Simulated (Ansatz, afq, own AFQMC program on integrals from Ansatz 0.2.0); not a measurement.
**N⁺, triplet: AFQMC among the cluster methods**

A free N cation.

Basis cc-pVTZ. Noble-gas cores (and the filled d shells of Ga–Kr and In–Xe) are frozen. Ansatz 0.2.0 and our own AFQMC program on the same integrals; the CISD trial comes from CCSD amplitudes, and released means the phaseless constraint is let go. Uncertainties: one standard error, sampling alone.

Determinant: UHF, the one that the program's search chose, which needn't be the lowest solution.

Full CI on the same integrals is exact in this basis and with this determinant's frozen core.

- T1 diagnostic: 0.0063
- weight of the determinant in the CISD state: 0.962
- ⟨S²⟩ of the determinant: 2.007
- size of the correlated space: 4 electrons in 29 orbitals

```
  level  correlation energy (eV)
    MP2                  -1.9458
   CCSD                  -2.5183
CCSD(T)                  -2.5618
```

Estimate where AFQMC with the constraint released lies against CCSD(T) on the same integrals.

0.34 ± 0.05 mEh below CCSD(T).

Reference: full CI, correlation energy -2.571 eV. The released energy is read at 1.62 1/Eh, later times being too noisy (meV from the phaseless value at times in 1/Eh: -1.1 ± 0.5 at 0.24, -2.3 ± 1.0 at 0.51, -1.8 ± 0.5 at 0.99, -4.0 ± 1.2 at 1.62, -131 ± 127 at 2.40).

```
         level  E − E(reference) (mEh)  share of correlation (%)
       CCSD(T)                    0.35                     99.63
         CCSDT                    0.02                     99.97
      CCSDT(Q)                    0.00                    100.00
 ph-AFQMC/CISD             0.16 ± 0.01                     99.83
released AFQMC             0.01 ± 0.05                     99.98
```

CCSDT and higher add their correlation energy to the determinant of the CCSD(T) run, since their own runs factorise the integrals more tightly (a shift of under 2 meV). A walk keeps the symmetry of its determinant, which the program's search chose and which needn't be the lowest solution, so a lower state of the same spin and another symmetry isn't excluded. Released energies are given only where the last usable release times agree within the noise; a slower fall can still hide under it.
